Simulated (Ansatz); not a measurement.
Frontier orbitals of AlH₅N₂ (`[NH2][AlH][NH2]`).

```tsv
atom	x (Å)	y (Å)	z (Å)
N1	-1.3689	0.6127	0.4314
Al2	0.3765	0.3554	0.3005
N3	1.0159	-0.9459	-0.7132
H4	-2.0884	0.0785	-0.0267
H5	-1.7824	1.3381	0.9937
H6	1.3703	1.2934	1.0938
H7	0.4780	-1.5986	-1.2587
H8	1.9990	-1.1336	-0.8208
```

Charge 0, multiplicity 1. Geometry: relaxed with PBE0-D4/def2-TZVP. It is one conformer, not always the lowest. Basis def2-TZVPP, Ansatz.

A caution on the coupled-cluster cation, which keeps the state that its UHF reference found: large T1 diagnostic of the cation.

```
functional  HOMO (eV)  LUMO (eV)  gap (eV)
       PBE      -5.53      -0.31      5.22
    r2SCAN      -5.82       0.13      5.95
    B97M-V      -5.88      -0.16      5.72
      PBE0      -6.93       0.48      7.41
     B3LYP      -6.68       0.18      6.86
   LC-ωPBE      -9.82       2.44     12.26
   ωB97M-V      -9.31       1.93     11.24
```

Problem. What is the vertical ionisation energy at frozen-core CCSD(T)/CBS(def2)? (Estimate.)

Solution. The calculation gave: 9.71 eV (T1 of the cation 0.065).

From PBE to PBE0 the HOMO moves by −1.40 eV and the LUMO by +0.79 eV, and with ωB97M-V by −3.78 and +2.24 eV, so the gap grows from 5.22 to 11.24 eV with exact exchange. A positive LUMO is unbound and depends on the basis. −ε(HOMO) differs from that ionisation energy by −4.18 eV with PBE and −0.40 eV with ωB97M-V.

B3LYP here is the variant with VWN-RPA as its local correlation; programs differ in this. LC-ωPBE has ω = 0.4 bohr⁻¹.
